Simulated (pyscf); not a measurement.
Single points on ωB97X-D3(BJ)/def2-SVP structures (PySCF, gas phase).

**Question.** For the elementary gas-phase step `[O]=[Cr](=[O])=[O]` + `[OH2]` → `[O]=[Cr](=[O])([OH])[OH]` (singlet surface; H–O broken, Cr–O, H–O formed), what barrier and reaction energy does r²SCAN/def2-TZVP give, measured from the separated reactants?

**Answer.** ΔE‡ = -0.95 eV, ΔE = -2.73 eV. ωB97M-D3(BJ)/def2-TZVP gives -0.69 eV and -2.52 eV. Zero-point energy shifts the barrier by -0.01 eV. It is an addition across a multiple bond or ene-type step, with an imaginary mode of 1786i cm⁻¹. On the reactant side the descent ends in an adduct with a Cr–O contact, 1.82 eV under the separated species and 1.09 eV under the saddle at ωB97X-D3(BJ)/def2-TZVP. At r²SCAN the saddle lies under the separated reactants, which points to a path from their complex (located at ωB97X-D3(BJ) alone). What is counted as formed (Cr–O) is already present as a longer contact in the reactant adduct; forming that adduct is a step of its own. One saddle was located; it need not be the lowest between these sides.
